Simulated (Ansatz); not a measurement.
Input for Ansatz (development build ahead of 0.2.0):

```yaml
crystal:
  periodic: [false, false, false]
  atoms:
    - { symbol: Na, position_ang: [0.0, 0.0, -1.09341] }
    - { symbol: O, position_ang: [0.0, 0.0, 1.09341] }
basis:
  gaussian: { orbitals: def2-SVP }
magnetization:
  initial_magnetization: 1
hamiltonian:
  xc: hf
correlation:
  method: mp2
  frozen_orbitals: { Na: 1, O: 1 }
```

The input is written out in the form of the current development build from the run's settings. Correlation on restricted open-shell orbitals is semicanonical, with singles.

Results

* Converged: yes
* Reference energy: -236.53197 hartree
* Correlation energy: -0.15699 hartree
* Total energy: -236.68896 hartree
* Spin squared of the determinant: 0.750
* Stability test: minimum among restricted orbitals
* Occupied orbitals by symmetry in an Abelian subgroup (alpha; beta): 6 A1 2 B1 2 B2; 6 A1 2 B1 1 B2

Messages of the program:
```
mean field -6436.36270557 eV, -236.5319667065 hartree, gradient 1.6e-6 eV, S^2 0.750000; 9 other ends of a descent, 0 dependent functions left out
```
